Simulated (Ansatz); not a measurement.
# [SiH3]+ (SMILES [SiH3+]): the energy, rung by rung

[SiH3]+: 4 atoms, total charge +1, spin state singlet. As SMILES, `[SiH3+]`. The coordinates come from a PBE0-D4/def2-TZVP relaxation.

```xyz
4

Si    0.0000    0.0000    0.0000
H     0.6869    0.6754    1.1130
H    -0.1184   -1.4672   -0.0099
H    -0.5685    0.7917   -1.1031
```

Quantity: the energy change with the Si1–H3 bond stretched from 1.472 to 2.208 Å, in eV. The values are calculated.

| level | kind | program | value (eV) | less CCSDT/6-31G* | CPU time (all runs) |
| --- | --- | --- | --- | --- | --- |
| HF/6-31G* (spherical functions) (restricted) | Hartree–Fock | Ansatz | 2.56 | +0.59 | 0.3 s |
| SVWN5/6-31G* (spherical functions) (restricted) | LDA | Ansatz | 1.88 | -0.09 | 1.1 s |
| PBE/6-31G* (spherical functions) (restricted) | GGA | Ansatz | 1.93 | -0.04 | 1.6 s |
| BHLYP/6-31G* (spherical functions) (restricted) | global hybrid | Ansatz | 2.34 | +0.37 | 1.6 s |
| wB97X/6-31G* (spherical functions) (restricted) | range-separated hybrid | Ansatz | 2.30 | +0.33 | 7.8 s |
| B2PLYP/6-31G* (spherical functions) (restricted) | double hybrid | Ansatz | 2.19 | +0.22 | 2.4 s |
| MP2/6-31G* (spherical functions) (restricted) | perturbation theory | Ansatz | 2.27 | +0.30 | 0.33 s |
| CCSDT/6-31G* (spherical functions) (restricted) | coupled cluster or CI | Ansatz | 1.97 | 0.00 | 0.91 s |
| FCI/3-21G | exact in the basis | Ansatz | 1.68 | -0.29 | 1 s |

CCSDT/6-31G* (spherical functions) (restricted) is the highest level here, not the true value. A spin-restricted reference rises too steeply as a bond breaks; here HF/6-31G*, BHLYP/6-31G*, wB97X/6-31G*, B2PLYP/6-31G*, MP2/6-31G* lie well above the multireference or unrestricted value. The first shape isn't each level's own minimum. The values span 1.68 to 2.56 eV. High-level rows in very small sets aren't better than simpler rows in larger ones. In so small a basis fixed costs decide the times, and correlated methods can beat functionals. CPU times are rough (shared hosts, several kinds of processor and program).
